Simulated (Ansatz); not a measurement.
Born–Oppenheimer molecular dynamics of AlClH$_{2}$ (4 atoms, charge 0, multiplicity 1). It starts from a relaxed structure.

All numbers below come from RKS PBE-D4/def2-SVP in Ansatz 0.2.0.

| Quantity | Value |
| --- | --- |
| ensemble | NVT, Nosé–Hoover chain |
| time step | 0.25 fs |
| steps asked | 166 |
| set temperature | 700 K |
| thermostat | time constant 100 fs, chain length 1 |
| seed | 255900 |

First frame:

```xyz
4
Properties=species:S:1:pos:R:3
Al 0.000 0.000 0.002
Cl 0.000 0.000 2.121
H 1.415 0.000 -0.726
H -1.415 0.000 -0.726
```

Problem. What does the run give?

Solution. The run went to its last step.

- steps done: 166
- time covered: 41.5 fs
- mean temperature over the second half: 329 K
- spread of the potential energy over the second half: 14.8 meV per atom
- mean potential energy of the second half above the start: 25.1 meV per atom

The conserved energy stayed within 0.11 meV per atom of its start (net change 0.025 meV per atom), so the integration is sound. The mean temperature of the second half is 53 % below the set value. A run of 0.042 ps of so small a system gives no equilibrium averages.

Problem. What happens to the structure?

Solution. The same pairs are bonded in the first frame and the last. Pairs count as bonded within 1.25 times the sum of covalent radii (0.12 Å more for H–H). Another seed would give other details.

Problem. How do temperature and energy run in time?

Solution. 
```csv
time (fs),T (K),potential energy less start (eV),conserved less start (meV/atom)
0,700,0.000,0.00
1.25,563,0.035,0.00
2.5,243,0.118,0.06
3.75,41,0.171,0.10
5,181,0.134,0.07
6.25,494,0.053,0.01
7.5,661,0.010,0.00
8.75,576,0.033,0.02
10,342,0.093,0.05
11.25,116,0.152,0.07
12.5,8,0.180,0.08
13.75,63,0.166,0.07
15,260,0.115,0.06
16.25,511,0.050,0.03
17.5,670,0.009,0.00
18.75,597,0.028,0.00
20,305,0.104,0.04
21.25,58,0.168,0.10
22.5,135,0.148,0.08
23.75,449,0.067,0.02
25,672,0.010,0.00
26.25,638,0.019,0.02
27.5,423,0.076,0.05
28.75,181,0.138,0.07
30,38,0.176,0.08
31.25,49,0.173,0.07
32.5,211,0.131,0.06
33.75,454,0.068,0.04
35,651,0.018,0.01
36.25,651,0.019,0.00
37.5,406,0.083,0.03
38.75,113,0.159,0.09
40,95,0.164,0.09
41.25,381,0.090,0.04
```

The run took 55 s on 1 thread of Intel(R) Xeon(R) 6975P-C (Granite Rapids), on a shared host, peak memory 0.1 GiB.
